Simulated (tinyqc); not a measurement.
Pariser-Parr-Pople SCF with singles CI, for the molecule c1cocn1 (SMILES; centres numbered as the heavy atoms are written), step by step. One step of it, computed by the program tinyqc.

Problem. Singles CI, triplets. Over the 6 single excitations with the smallest orbital gaps: A = (e_a - e_i) delta - (ij|ab), with (pq|rs) = sum c_mp c_mq gamma_mn c_nr c_ns.

orbital energies (eV): -16.062964  -12.089869  -9.829572  -0.855763  0.747153

coefficients:
```
         MO1        MO2        MO3        MO4        MO5
1C  0.184522   0.466312   0.495924  -0.184659   0.684445
2C  0.336545   0.038598   0.652247   0.504014  -0.453642
3O  0.812457  -0.442809  -0.079731  -0.368506   0.041002
4C  0.371465   0.246343  -0.520905   0.667901   0.289647
5N  0.233702   0.724085  -0.225685  -0.360532  -0.490069
```

repulsion gamma_rs (eV):
```
           1C         2C         3O         4C         5N
1C  11.130000   5.344818   4.574962   4.046371   5.476136
2C   5.344818  11.130000   6.309373   4.045936   4.119878
3O   4.574962   6.309373  21.500000   6.308436   4.619238
4C   4.046371   4.045936   6.308436  11.130000   5.477600
5N   5.476136   4.119878   4.619238   5.477600  12.300000
```

Give: triplet CI matrix; triplet excitation energies.

Solution.

triplet CI matrix (eV):
```
       3>4     3>5     2>4     2>5     1>4     1>5
3>4  2.693   0.494   0.383   0.729   0.517   0.851
3>5  0.494   4.271   0.729  -0.423   0.851  -0.419
2>4  0.383   0.729   5.016  -0.629   0.708  -0.410
2>5  0.729  -0.423  -0.629   6.204  -0.410  -0.538
1>4  0.517   0.851   0.708  -0.410   7.611   0.138
1>5  0.851  -0.419  -0.410  -0.538   0.138  11.405
```

triplet excitation energies (eV): 2.204  3.811  4.932  6.363  8.323  11.568
